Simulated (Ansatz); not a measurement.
A calculation on 2H MoSe2 returned lattice constant a 3.277 Å, lattice parameter c 12.731 Å.

For reference: lattice constant a 3.289 Å (measured, 300 K, no zero-point or thermal correction; as tabulated in arXiv:1605.07067); lattice parameter c 12.927 Å (measured, 300 K, not corrected to a static lattice; as tabulated in arXiv:1605.07067).

Which level of theory produced these numbers?
A) PBE-D3(BJ) (Ansatz (a first-principles code))
B) HSE06 (Ansatz)
C) PBE0 (Ansatz)
D) LDA (Ansatz)

A, PBE-D3(BJ) (Ansatz)

The others give: HSE06 3.282 Å, 14.597 Å; LDA 3.248 Å, 12.742 Å; PBE0 3.281 Å, 14.605 Å.

Unless a cell is named, each level is at its own relaxed cell (HSE06 22.69, LDA 19.40, PBE-D3(BJ) 19.73, PBE0 22.69 Å³/atom).

The crystal itself was run without spin with HSE06, LDA, PBE0; a magnetic state was not tried in these runs.

Caveats: LDA has no dispersion term either, though it tends to give short spacings of layers, chains or molecules (LDA); the cell comes from a level without a dispersion term, which matters for the spacing of layers, chains or molecules (HSE06, PBE0). Ansatz's density-functional and Hartree–Fock values are scalar-relativistic unless marked +SOC, with PAW data made under PBE.
